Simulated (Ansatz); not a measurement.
# CH4BF: the cost of one run

Method: RKS B3LYP/def2-SVP, in Ansatz 0.2.0.

## 1. The structure to begin with

Bond lengths: B1–H2 1.190 Å, B1–F3 1.320 Å, B1–C4 1.600 Å, C4–H5 1.110 Å, C4–H6 1.110 Å, C4–H7 1.110 Å. Angles: H2–B1–F3 120.0°, H2–B1–C4 120.0°, F3–B1–C4 120.0°, B1–C4–H5 109.5°, B1–C4–H6 109.5°, B1–C4–H7 109.5°, H5–C4–H6 109.4°, H5–C4–H7 109.4°, H6–C4–H7 109.4°.

Structure file:

```xyz
7

B     0.0000    0.0000    0.0000
H     0.0000    0.0000    1.1900
F     1.1431    0.0000   -0.6600
C    -1.3856    0.0000   -0.8000
H    -1.9458   -0.9305   -0.5708
H    -1.9898    0.8797   -0.4946
H    -1.1839    0.0508   -1.8903
```

## 2. Relaxing the start

input.yaml

```yaml
crystal:
  periodic: [false, false, false]
  atoms:
    - { symbol: B, position_ang: [0.0, 0.0, 0.0] }
    - { symbol: H, position_ang: [0.0, 0.0, 1.19] }
    - { symbol: F, position_ang: [1.1431, 0.0, -0.66] }
    - { symbol: C, position_ang: [-1.3856, 0.0, -0.8] }
    - { symbol: H, position_ang: [-1.9458, -0.9305, -0.5708] }
    - { symbol: H, position_ang: [-1.9898, 0.8797, -0.4946] }
    - { symbol: H, position_ang: [-1.1839, 0.0508, -1.8903] }
basis:
  gaussian: { orbitals: def2-SVP }
hamiltonian:
  xc: b3lyp
relax:
  f_tol: 0.02
  max_steps: 40
```

On the command line:

```bash
ansatz run input.yaml --threads 1 --pin off --max-ram 2048MiB --backend cpu --events-out ev --progress --plain --runs-dir out
```

Q: Estimate wall time and peak memory on 1 thread of Intel Xeon Platinum 8259CL at 2.50GHz (Skylake/Cascade Lake), shared host.

About 15 s, with a peak of 0.15 GiB.
